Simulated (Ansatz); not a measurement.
Molecule: C3H6Cl (charge 0, doublet). It need not be the lowest isomer of its formula. 
Structure (B3LYP-D3(BJ)/def2-TZVP (Ansatz, a first-principles code) minimum search):
SMILES: C(C[CH2])Cl
```xyz
10

C      1.0151    -0.5856     0.0062
C      2.4210    -0.1047     0.0024
C      0.0344     0.5915    -0.0057
H      0.8116    -1.1906     0.8927
H      0.8126    -1.2075    -0.8687
Cl    -1.6829     0.0186    -0.0011
H      2.9291     0.1193    -0.9255
H      2.9281     0.1371     0.9263
H      0.1522     1.2177     0.8751
H      0.1532     1.2006    -0.8982
```
Charge 0, spin multiplicity 2.

Computed values are from Ansatz. Valence correlation only, unless marked. Open shells are spin-unrestricted. Spin-orbit coupling is left out. Non-relativistic. CBS marks a two-point X^-3 extrapolation of the correlation energy; Hartree-Fock from the larger set. The bracket is a focal-point correction in the basis named.

* **atomisation energy De**: 877.6 kcal/mol at RI-MP2/CBS(cc-pV(T+d)Z,cc-pV(Q+d)Z)+[CCSD(T)-MP2]/cc-pV(D+d)Z
* **total energy**: -577.4686 Eh at RI-MP2/CBS(cc-pV(T+d)Z,cc-pV(Q+d)Z)+[CCSD(T)-MP2]/cc-pV(D+d)Z
* **dipole moment**: 2.01 D at wB97M-V/def2-TZVPD
* **T1 diagnostic**: 0.011 at CCSD/aug-cc-pV(D+d)Z
